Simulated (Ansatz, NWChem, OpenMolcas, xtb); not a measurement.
# Worked example: C3H5F → C3H4 + HF

Species: C3H5F (allyl fluoride) `C=CCF`, singlet; C3H4 (allene) `C=C=C`, singlet; HF, singlet. 

Shapes, held fixed at every level: PBE0-D4/def2-TZVP. Flexible molecules stand in one conformer, not always the lowest. Programs: Ansatz 0.2.0, NWChem 7.3.0, OpenMolcas 26.06, xtb 6.7.1. A level may come from different programs for different species; with the same settings they agree closely. Electronic energies: no zero-point or thermal term.

At CCSD(T)/CBS estimate; 1 Eh = 2625.50 kJ/mol:

```
species  energy (Eh)
  C3H5F  -216.924395
   C3H4  -116.493991
     HF  -100.395703
```

Problem. Work out ΔE of the reaction at this level.

Solution. 
1. Products less reactants: (-116.493991) + (-100.395703) − [(-216.924395)] = 0.034701 Eh = +91.1 kJ/mol.

Other levels give +90.2 (B3LYP-D4/def2-TZVPP) to +138.2 kJ/mol (B3LYP/6-31G* (Cartesian functions)). No measured value is set beside it here. The CBS estimate extrapolates MP2 from def2-TZVPP and def2-QZVPP and adds CCSD(T) − MP2 in the triple-zeta set, cores frozen.
